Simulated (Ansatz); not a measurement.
Reaction: HOCl (SMILES OCl) → HOCl+ (parent SMILES OCl, doublet) + e-
Each species at its own B3LYP-D3(BJ)/def2-TZVP minimum (Ansatz, a program for electronic structure).

Wanted: adiabatic ionisation energy (electronic), in eV. Radicals and triplets start from unrestricted determinants; spin-orbit coupling is neglected. Correlated methods leave the cores frozen. Rows without X2C or -DK are non-relativistic. CBS(X,Y): correlation extrapolated as X^-3, Hartree-Fock from the larger set (Q,5: extrapolated as (X+1)exp(-9√X)). A bracket is a step between two methods taken in the basis named. 'core' is core correlation in cc-pwCVTZ (1s frozen past Ne), 'X2C' scalar relativity in cc-pVTZ-DK, both at CCSD(T).

```
level                program  adiabatic ionisation energy (eV)
-------------------  -------  --------------------------------
CCSD(T)/cc-pV(Q+d)Z   Ansatz                             11.05
```

**Question.** What does CCSD(T)/CBS(cc-pV(Q+d)Z,cc-pV(5+d)Z) + [CCSDT(Q) - CCSD(T)]/cc-pV(T+d)Z + core + X2C (Ansatz) give?

**Answer.** 11.13 eV; the difference of CCSD(T)/cc-pV(Q+d)Z is -0.08 eV.
